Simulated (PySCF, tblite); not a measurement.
**C₂H₂ClN₃: dynamics, then NMR shifts on frames**

How do NMR shifts of C₂H₂ClN₃ (`Clc1cnn[nH]1`) change as the atoms move?

The runs use tblite 0.8.0 and PySCF 2.14.0, with density-fitted response routines of our own; the level of theory stands in each step. All values are computed, except where a source is named. Atoms are numbered from 0 throughout.

**1. The starting structure**

8 atoms, charge 0, multiplicity 1; geometry from: GFN2-xTB.

Bonds of the start (Å): Cl0–C1 1.70, C1–C2 1.38, C2–N3 1.35, N3–N4 1.27, N4–N5 1.33, N5–C1 1.36, C2–H6 1.07, N5–H7 1.01.

**2. A short Langevin run with GFN2-xTB**

Job settings and geometry (Å):

```
{"job": {"kind": "md", "xc": "GFN2-xTB", "basis": "xTB", "temperature": 400, "steps": 2000, "every": 50, "frames": 5}, "charge": 0, "multiplicity": 1}
Cl     0.300665     2.354100     0.053745
C      0.139097     0.662879     0.008034
C      1.044612    -0.369454    -0.121288
N      0.349386    -1.520647    -0.093951
N     -0.893079    -1.275162     0.039008
N     -1.063946     0.041519     0.104723
H      2.107623    -0.344034    -0.226099
H     -1.975301     0.460211     0.211263
```

With the program's defaults for keys left out, this is: GFN2-xTB Langevin dynamics, gas phase.

Started as:

```console
> OMP_NUM_THREADS=1 python probes_run.py task.json out
```

The driver reads the jobs from task.json and runs them one after another.

The log of the run:

```text
t/fs     T/K      E/eV
    0.0   312.1   -505.68853
   25.0   202.9   -505.45878
   50.0   301.3   -505.42056
   75.0   329.4   -505.44171
  100.0   322.7   -505.39574
  125.0   364.4   -505.46358
  150.0   285.4   -505.43995
  175.0   432.5   -505.53475
  200.0   237.2   -505.34961
  225.0   281.7   -505.31151
  250.0   362.8   -505.37373
  275.0   448.6   -505.41420
  300.0   440.8   -505.36991
  325.0   386.5   -505.36262
  350.0   312.8   -505.33090
  375.0   382.9   -505.26209
  400.0   583.1   -505.24763
  425.0   590.6   -505.36522
  450.0   507.1   -505.30138
  475.0   582.3   -505.46639
  500.0   340.4   -505.31700
  525.0   397.9   -505.53305
  550.0   304.1   -505.35501
  575.0   264.5   -505.28325
  600.0   603.2   -505.45029
  625.0   414.3   -505.36754
  650.0   444.1   -505.32456
  675.0   442.7   -505.28760
  700.0   726.9   -505.37865
  725.0   385.9   -505.17225
  750.0   462.0   -505.22261
  775.0   414.7   -505.42306
  800.0   331.3   -505.35660
  825.0   380.3   -505.45930
  850.0   441.6   -505.38346
  875.0   451.9   -505.45259
  900.0   222.4   -505.22401
  925.0   442.1   -505.34984
  950.0   318.4   -505.34037
  975.0   311.1   -505.36053
 1000.0   462.7   -505.53631
```

It took 6.2 s on 1 thread of AMD EPYC 9R14, shared host; peak memory 0.19 GiB.

Distance from the start (root mean square after alignment): 0 fs 0.00 Å, 200 fs 0.07 Å, 400 fs 0.10 Å, 600 fs 0.09 Å, 800 fs 0.07 Å, 1000 fs 0.07 Å.

Positions (Å) and forces (eV/Å) at 1000 fs:

```xyz
8

Cl   -0.654    1.869    0.466   -0.260    0.147   -0.272
C    -0.816    0.233    0.002    0.483    0.523    0.020
C    -1.168   -0.464   -1.143    0.710   -0.599    2.426
N    -0.923   -1.767   -0.815   -0.605    0.162   -1.450
N    -0.448   -1.879    0.332    0.491   -0.659    0.968
N    -0.353   -0.685    0.901    0.112    0.355   -0.364
H    -1.574   -0.155   -2.046   -0.423    0.304   -0.954
H     0.171   -0.483    1.756   -0.507   -0.233   -0.374
```

**3. Shielding tensors: 250 fs, PBE0/pcSseg-1**

Job settings and geometry (Å):

```
{"job": {"kind": "nmr", "xc": "PBE0", "basis": "pcSseg-1", "pop": false}, "charge": 0, "multiplicity": 1}
Cl     0.344200     2.158100    -0.280100
C      0.028200     0.545200    -0.114800
C      0.785200    -0.580600    -0.382300
N      0.183500    -1.660500     0.211900
N     -0.930600    -1.344600     0.680600
N     -1.087800    -0.003900     0.576100
H      1.702600    -0.530400    -0.846100
H     -1.874200     0.566900     0.816700
```

With the program's defaults for keys left out, this is: GIAO PBE0/pcSseg-1 NMR shielding, non-relativistic, gas phase.

The log of the run:

```text
coarse grid: 8224 points
cycle   1  E = -701.2619335523  dE =  1.308e+00  |g| = 4.171e-01  |ddm| = 2.974e+00
cycle   2  E = -701.1775304564  dE =  8.440e-02  |g| = 7.341e-01  |ddm| = 1.080e+00
cycle   3  E = -701.3027199055  dE = -1.252e-01  |g| = 9.563e-02  |ddm| = 7.137e-01
cycle   4  E = -701.3042199797  dE = -1.500e-03  |g| = 3.927e-02  |ddm| = 8.167e-02
cycle   5  E = -701.3045271552  dE = -3.072e-04  |g| = 9.459e-03  |ddm| = 3.504e-02
cycle   6  E = -701.3045439444  dE = -1.679e-05  |g| = 3.589e-03  |ddm| = 8.756e-03
cycle   7  E = -701.3045468706  dE = -2.926e-06  |g| = 9.907e-04  |ddm| = 3.973e-03
final grid: 77888 points
cycle   8  E = -701.3345325393  dE = -2.432e-05  |g| = 5.309e-03  |ddm| = 2.462e-02
cycle   9  E = -701.3345307320  dE =  1.807e-06  |g| = 5.862e-03  |ddm| = 1.017e-02
cycle  10  E = -701.3345381557  dE = -7.424e-06  |g| = 1.452e-03  |ddm| = 5.892e-03
cycle  11  E = -701.3345385431  dE = -3.873e-07  |g| = 4.163e-04  |ddm| = 1.365e-03
cycle  12  E = -701.3345385819  dE = -3.889e-08  |g| = 7.200e-05  |ddm| = 4.437e-04
cycle  13  E = -701.3345385831  dE = -1.200e-09  |g| = 2.402e-05  |ddm| = 9.325e-05
cycle  14  E = -701.3345385832  dE = -1.062e-10  |g| = 9.734e-06  |ddm| = 2.405e-05
converged SCF energy = -701.3345385832

GIAO shielding tensors (ppm)
atom      isotropic    diamagn.    paramagn.     s11        s22        s33       span
  0 Cl     825.333    1145.978    -320.645    616.986    910.380    948.633    331.648
  1 C       36.085     251.914    -215.829    -56.954     52.072    113.137    170.091
  2 C       49.353     248.279    -198.926    -37.127     58.705    126.480    163.607
  3 N     -118.818     322.180    -440.999   -380.810   -160.107    184.461    565.271
  4 N     -134.804     312.961    -447.765   -428.970   -100.380    124.937    553.907
  5 N       -0.690     325.231    -325.921   -153.553     63.290     88.192    241.746
  6 H       24.647      31.040      -6.393     21.419     23.023     29.497      8.078
  7 H       20.901      32.439     -11.538     17.966     19.977     24.760      6.794
```

It took 5.3 s on 1 thread of AMD EPYC 9R14, shared host; peak memory 0.53 GiB.

Shifts follow as δ = σ(reference) − σ, with reference shieldings (ppm) from runs at the same level and on the same kind of geometry: 1H TMS 31.72, 13C TMS 186.9, 15N NH3 267.7, 35Cl HCl 950. The references are single molecules in the gas phase, so shifts against H2O, NH3, PH3, H3PO4 or CFCl3 are not on the usual liquid scales and can be off by tens of ppm. Each atom is listed at this fixed geometry, with no averaging over motion; a spectrum would average atoms that exchange fast.

| atoms | environment | σ (ppm) | δ (ppm) |
| --- | --- | --- | --- |
| C1 | aromatic carbon bearing chlorine | 36.1 | 150.8 |
| C2 | aromatic CH next to a ring nitrogen | 49.4 | 137.6 |
| H7 | hydrogen on a pyrrole-type ring nitrogen | 20.90 | 10.82 |
| H6 | hydrogen on an aromatic CH next to a ring nitrogen | 24.65 | 7.07 |
| Cl0 | chlorine bonded to C | 825 | 124 |
| N4 | pyridine-type nitrogen of an azole | -134.8 | 402.5 |
| N3 | pyridine-type nitrogen of an azole | -118.8 | 386.5 |
| N5 | pyrrole-type ring nitrogen | -0.7 | 268.4 |

Ring of atoms C1, C2, N3, N4, N5: NICS(0) -12.1, NICS(1) -12.2, NICS(1)zz -30.2 ppm (means of both faces).

**4. Nuclear shieldings: 425 fs, PBE0/pcSseg-1**

Job settings and geometry (Å):

```
{"job": {"kind": "nmr", "xc": "PBE0", "basis": "pcSseg-1", "pop": false}, "charge": 0, "multiplicity": 1}
Cl    -0.084800     2.021600    -0.251800
C     -0.019100     0.335400    -0.242000
C      0.838600    -0.508600    -0.846900
N      0.446700    -1.814700    -0.612600
N     -0.715400    -1.738300    -0.023600
N     -1.034100    -0.498500     0.226600
H      1.726300    -0.360500    -1.329200
H     -1.834700    -0.337000     0.714600
```

With the program's defaults for keys left out, this is: GIAO PBE0/pcSseg-1 NMR shielding, non-relativistic, gas phase.

The log of the run:

```text
coarse grid: 8224 points
cycle   1  E = -701.2610476803  dE =  1.348e+00  |g| = 4.262e-01  |ddm| = 2.966e+00
cycle   2  E = -701.1776679346  dE =  8.338e-02  |g| = 7.409e-01  |ddm| = 1.101e+00
cycle   3  E = -701.3036372826  dE = -1.260e-01  |g| = 9.973e-02  |ddm| = 7.072e-01
cycle   4  E = -701.3051037362  dE = -1.466e-03  |g| = 4.834e-02  |ddm| = 9.092e-02
cycle   5  E = -701.3055734607  dE = -4.697e-04  |g| = 1.009e-02  |ddm| = 4.079e-02
cycle   6  E = -701.3055869811  dE = -1.352e-05  |g| = 5.993e-03  |ddm| = 1.151e-02
cycle   7  E = -701.3055951770  dE = -8.196e-06  |g| = 8.473e-04  |ddm| = 5.523e-03
final grid: 77888 points
cycle   8  E = -701.3368294742  dE = -2.505e-05  |g| = 5.350e-03  |ddm| = 2.702e-02
cycle   9  E = -701.3368286342  dE =  8.400e-07  |g| = 5.480e-03  |ddm| = 1.073e-02
cycle  10  E = -701.3368354518  dE = -6.818e-06  |g| = 1.063e-03  |ddm| = 6.006e-03
cycle  11  E = -701.3368356342  dE = -1.824e-07  |g| = 4.098e-04  |ddm| = 1.110e-03
cycle  12  E = -701.3368356705  dE = -3.634e-08  |g| = 7.163e-05  |ddm| = 3.924e-04
cycle  13  E = -701.3368356717  dE = -1.204e-09  |g| = 1.570e-05  |ddm| = 8.758e-05
cycle  14  E = -701.3368356718  dE = -3.547e-11  |g| = 1.110e-05  |ddm| = 1.825e-05
converged SCF energy = -701.3368356718

GIAO shielding tensors (ppm)
atom      isotropic    diamagn.    paramagn.     s11        s22        s33       span
  0 Cl     818.945    1145.544    -326.599    607.629    855.861    993.347    385.718
  1 C       54.154     248.813    -194.659    -12.007     68.132    106.337    118.344
  2 C       47.191     247.898    -200.707    -38.657     46.511    133.719    172.376
  3 N     -141.908     323.054    -464.962   -371.277   -217.841    163.396    534.673
  4 N     -162.245     314.593    -476.837   -476.760   -154.109    144.136    620.897
  5 N       19.893     323.003    -303.110   -130.333     77.410    112.602    242.935
  6 H       24.704      31.316      -6.612     22.203     23.198     28.712      6.509
  7 H       21.918      34.516     -12.599     18.608     21.272     25.874      7.267
```

It took 5.3 s on 1 thread of AMD EPYC 9R14, shared host; peak memory 0.56 GiB.

Key values: δ C2 139.7, C1 132.8, Cl0 131, N4 430.0, H7 9.80, H6 7.01 ppm.

**5. NMR shieldings: 625 fs, PBE0/pcSseg-1**

Job settings and geometry (Å):

```
{"job": {"kind": "nmr", "xc": "PBE0", "basis": "pcSseg-1", "pop": false}, "charge": 0, "multiplicity": 1}
Cl    -0.258000     2.053800    -0.377200
C     -0.280700     0.292900    -0.512800
C      0.156700    -0.561400    -1.547800
N      0.178100    -1.820900    -1.064900
N     -0.320300    -1.842600     0.078300
N     -0.660400    -0.579200     0.494500
H      0.575300    -0.256700    -2.479400
H     -1.068300    -0.564500     1.446800
```

Method: GIAO PBE0/pcSseg-1 NMR shielding, non-relativistic, gas phase.

The log of the run:

```text
coarse grid: 8224 points
cycle   1  E = -701.2545526403  dE =  1.168e+00  |g| = 4.511e-01  |ddm| = 2.904e+00
cycle   2  E = -701.1317630243  dE =  1.228e-01  |g| = 8.610e-01  |ddm| = 1.194e+00
cycle   3  E = -701.3046180099  dE = -1.729e-01  |g| = 8.180e-02  |ddm| = 7.847e-01
cycle   4  E = -701.3056111336  dE = -9.931e-04  |g| = 4.035e-02  |ddm| = 8.373e-02
cycle   5  E = -701.3059550459  dE = -3.439e-04  |g| = 9.420e-03  |ddm| = 4.088e-02
cycle   6  E = -701.3059725652  dE = -1.752e-05  |g| = 3.254e-03  |ddm| = 7.939e-03
cycle   7  E = -701.3059747278  dE = -2.163e-06  |g| = 7.445e-04  |ddm| = 3.208e-03
final grid: 77888 points
cycle   8  E = -701.3352957019  dE = -2.533e-05  |g| = 5.278e-03  |ddm| = 2.267e-02
cycle   9  E = -701.3352932363  dE =  2.466e-06  |g| = 6.028e-03  |ddm| = 9.869e-03
cycle  10  E = -701.3353009643  dE = -7.728e-06  |g| = 1.629e-03  |ddm| = 5.942e-03
cycle  11  E = -701.3353014945  dE = -5.302e-07  |g| = 4.615e-04  |ddm| = 1.562e-03
cycle  12  E = -701.3353015400  dE = -4.547e-08  |g| = 7.370e-05  |ddm| = 4.374e-04
cycle  13  E = -701.3353015411  dE = -1.101e-09  |g| = 3.454e-05  |ddm| = 9.947e-05
cycle  14  E = -701.3353015413  dE = -2.176e-10  |g| = 1.580e-05  |ddm| = 3.998e-05
converged SCF energy = -701.3353015413

GIAO shielding tensors (ppm)
atom      isotropic    diamagn.    paramagn.     s11        s22        s33       span
  0 Cl     737.898    1145.353    -407.456    454.427    764.454    994.812    540.384
  1 C       35.926     250.651    -214.725    -36.661     49.071     95.368    132.029
  2 C       52.308     250.570    -198.262    -22.051     58.286    120.688    142.740
  3 N     -115.413     323.858    -439.271   -372.637   -179.425    205.823    578.460
  4 N     -150.218     315.496    -465.714   -430.261   -123.440    103.048    533.310
  5 N       -1.201     323.114    -324.316   -179.699     69.376    106.719    286.418
  6 H       24.178      29.672      -5.494     21.660     22.664     28.210      6.549
  7 H       19.659      30.702     -11.044     16.455     19.216     23.305      6.850
```

Run time: 5.4 s. Hardware: 1 thread of AMD EPYC 9R14, shared host; peak memory 0.56 GiB.

Key values: δ C1 151.0, C2 134.6, Cl0 212, N4 417.9, H7 12.06, H6 7.54 ppm.

**6. Nuclear shieldings: 800 fs, PBE0/pcSseg-1**

Job settings and geometry (Å):

```
{"job": {"kind": "nmr", "xc": "PBE0", "basis": "pcSseg-1", "pop": false}, "charge": 0, "multiplicity": 1}
Cl    -0.467700     1.807200     0.231200
C     -0.107600     0.246200    -0.140500
C      0.011100    -0.440600    -1.323300
N      0.145700    -1.774000    -0.991000
N      0.074200    -1.869700     0.278200
N     -0.092200    -0.659400     0.905400
H     -0.125600    -0.185300    -2.368600
H     -0.119200    -0.580300     1.914200
```

Method: GIAO PBE0/pcSseg-1 NMR shielding, non-relativistic, gas phase.

The log of the run:

```text
coarse grid: 8224 points
cycle   1  E = -701.2626504532  dE =  1.264e+00  |g| = 4.110e-01  |ddm| = 2.971e+00
cycle   2  E = -701.1815184426  dE =  8.113e-02  |g| = 7.286e-01  |ddm| = 1.056e+00
cycle   3  E = -701.3023891125  dE = -1.209e-01  |g| = 9.881e-02  |ddm| = 6.912e-01
cycle   4  E = -701.3039765771  dE = -1.587e-03  |g| = 4.319e-02  |ddm| = 9.667e-02
cycle   5  E = -701.3043376962  dE = -3.611e-04  |g| = 1.231e-02  |ddm| = 4.060e-02
cycle   6  E = -701.3043626619  dE = -2.497e-05  |g| = 5.981e-03  |ddm| = 1.382e-02
cycle   7  E = -701.3043709070  dE = -8.245e-06  |g| = 1.015e-03  |ddm| = 5.849e-03
final grid: 77888 points
cycle   8  E = -701.3344095915  dE = -2.530e-05  |g| = 5.257e-03  |ddm| = 2.537e-02
cycle   9  E = -701.3344082142  dE =  1.377e-06  |g| = 5.707e-03  |ddm| = 9.657e-03
cycle  10  E = -701.3344153127  dE = -7.098e-06  |g| = 1.147e-03  |ddm| = 5.422e-03
cycle  11  E = -701.3344155263  dE = -2.136e-07  |g| = 4.325e-04  |ddm| = 1.116e-03
cycle  12  E = -701.3344155677  dE = -4.139e-08  |g| = 8.042e-05  |ddm| = 4.320e-04
cycle  13  E = -701.3344155690  dE = -1.291e-09  |g| = 3.971e-05  |ddm| = 1.023e-04
cycle  14  E = -701.3344155693  dE = -3.043e-10  |g| = 1.357e-05  |ddm| = 4.049e-05
converged SCF energy = -701.3344155693

GIAO shielding tensors (ppm)
atom      isotropic    diamagn.    paramagn.     s11        s22        s33       span
  0 Cl     828.331    1146.149    -317.818    622.308    896.310    966.377    344.069
  1 C       50.041     249.155    -199.114    -13.834     48.328    115.628    129.462
  2 C       51.007     248.164    -197.157    -23.857     55.247    121.631    145.488
  3 N     -139.905     323.678    -463.583   -382.832   -215.140    178.257    561.089
  4 N     -181.432     312.104    -493.536   -508.782   -133.743     98.230    607.012
  5 N       -9.247     324.176    -333.423   -201.391     82.337     91.314    292.705
  6 H       23.552      28.933      -5.382     21.225     22.629     26.800      5.575
  7 H       19.602      31.807     -12.206     16.939     18.316     23.551      6.612
```

It took 5.4 s on 1 thread of AMD EPYC 9R14, shared host; peak memory 0.56 GiB.

Key values: δ C1 136.9, C2 135.9, Cl0 121, N4 449.2, H7 12.12, H6 8.17 ppm.

**7. Nuclear shieldings: 1000 fs, PBE0/pcSseg-1**

Job settings and geometry (Å):

```
{"job": {"kind": "nmr", "xc": "PBE0", "basis": "pcSseg-1", "pop": false}, "charge": 0, "multiplicity": 1}
Cl    -0.654100     1.869500     0.465900
C     -0.815600     0.233300     0.001900
C     -1.168200    -0.463500    -1.143200
N     -0.923200    -1.767200    -0.814500
N     -0.447900    -1.879000     0.332300
N     -0.353000    -0.685500     0.901000
H     -1.574200    -0.154700    -2.046200
H      0.170900    -0.483500     1.756200
```

Method: GIAO PBE0/pcSseg-1 NMR shielding, non-relativistic, gas phase.

The log of the run:

```text
coarse grid: 8224 points
cycle   1  E = -701.2665937119  dE =  1.357e+00  |g| = 4.244e-01  |ddm| = 2.961e+00
cycle   2  E = -701.1816154907  dE =  8.498e-02  |g| = 7.470e-01  |ddm| = 1.095e+00
cycle   3  E = -701.3095964872  dE = -1.280e-01  |g| = 8.738e-02  |ddm| = 7.087e-01
cycle   4  E = -701.3108650681  dE = -1.269e-03  |g| = 3.617e-02  |ddm| = 8.555e-02
cycle   5  E = -701.3111175143  dE = -2.524e-04  |g| = 1.100e-02  |ddm| = 3.727e-02
cycle   6  E = -701.3111391267  dE = -2.161e-05  |g| = 4.778e-03  |ddm| = 1.155e-02
cycle   7  E = -701.3111442281  dE = -5.101e-06  |g| = 9.494e-04  |ddm| = 4.835e-03
final grid: 77888 points
cycle   8  E = -701.3407290568  dE = -2.553e-05  |g| = 5.208e-03  |ddm| = 2.566e-02
cycle   9  E = -701.3407278292  dE =  1.228e-06  |g| = 5.591e-03  |ddm| = 9.746e-03
cycle  10  E = -701.3407345630  dE = -6.734e-06  |g| = 1.078e-03  |ddm| = 5.240e-03
cycle  11  E = -701.3407347480  dE = -1.850e-07  |g| = 3.865e-04  |ddm| = 1.040e-03
cycle  12  E = -701.3407347804  dE = -3.238e-08  |g| = 8.576e-05  |ddm| = 3.912e-04
cycle  13  E = -701.3407347820  dE = -1.614e-09  |g| = 3.130e-05  |ddm| = 9.977e-05
cycle  14  E = -701.3407347822  dE = -1.801e-10  |g| = 1.185e-05  |ddm| = 3.157e-05
converged SCF energy = -701.3407347822

GIAO shielding tensors (ppm)
atom      isotropic    diamagn.    paramagn.     s11        s22        s33       span
  0 Cl     802.382    1146.357    -343.975    571.465    838.785    996.895    425.430
  1 C       43.874     252.149    -208.274    -29.029     50.156    110.495    139.524
  2 C       56.000     248.989    -192.988    -23.626     58.960    132.667    156.294
  3 N     -122.862     323.653    -446.515   -396.677   -161.373    189.462    586.139
  4 N     -126.867     313.825    -440.692   -416.573   -106.008    141.981    558.553
  5 N        5.446     325.038    -319.592   -153.554     82.789     87.102    240.656
  6 H       24.324      30.785      -6.462     21.991     22.819     28.162      6.171
  7 H       20.496      31.672     -11.175     17.367     19.628     24.493      7.126
```

It took 5.4 s on 1 thread of AMD EPYC 9R14, shared host; peak memory 0.56 GiB.

This run: δ C1 143.1, C2 130.9, Cl0 147, N4 394.6, H7 11.22, H6 7.39 ppm.

**8. Run by run: NMR shifts**

Shifts (ppm) of some atoms, chosen among heavy atoms and hydrogens apart, with basis size and wall time:

| frame | C1 | H7 | H6 | Cl0 | N4 | N3 | N5 | functions | time |
| --- | --- | --- | --- | --- | --- | --- | --- | --- | --- |
| 250 fs | 150.8 | 10.82 | 7.07 | 124 | 402.5 | 386.5 | 268.4 | 119 | 5.3 s |
| 425 fs | 132.8 | 9.80 | 7.01 | 131 | 430.0 | 409.6 | 247.8 | 119 | 5.3 s |
| 625 fs | 151.0 | 12.06 | 7.54 | 212 | 417.9 | 383.1 | 268.9 | 119 | 5.4 s |
| 800 fs | 136.9 | 12.12 | 8.17 | 121 | 449.2 | 407.6 | 277.0 | 119 | 5.4 s |
| 1000 fs | 143.1 | 11.22 | 7.39 | 147 | 394.6 | 390.6 | 262.3 | 119 | 5.4 s |

**9. Summary of results**

| quantity | value |
| --- | --- |
| thermostat | 400 K |
| mean temperature, second half | 408 K |
| mean potential energy above the minimum | 0.33 eV |
| 13C shifts against TMS (PBE0/pcSseg-1, 250 fs) | 150.8, 137.6 ppm |
| 1H shifts against TMS (PBE0/pcSseg-1, 250 fs) | 10.82, 7.07 ppm |
| 35Cl shifts against HCl (PBE0/pcSseg-1, 250 fs) | 124 ppm |
| 15N shifts against NH3 (PBE0/pcSseg-1, 250 fs) | 402.5, 386.5, 268.4 ppm |
| range of the shift of Cl0 | 121 to 212 ppm |

What this shows: In the second half the potential energy averages 0.33 eV above the minimum; equipartition over 18 harmonic modes at 400 K would give 0.31 eV. With 8 atoms the temperature swings widely (203 to 727 K). Shifts at one fixed geometry are not the observed spectrum, which averages over the motion. NICS(1)zz of -30 ppm above the planar ring from C1 marks a diatropic (aromatic) ring current. Across the 5 runs the shift of Cl0 moves most, between 121 (800 fs) and 212 ppm (625 fs).
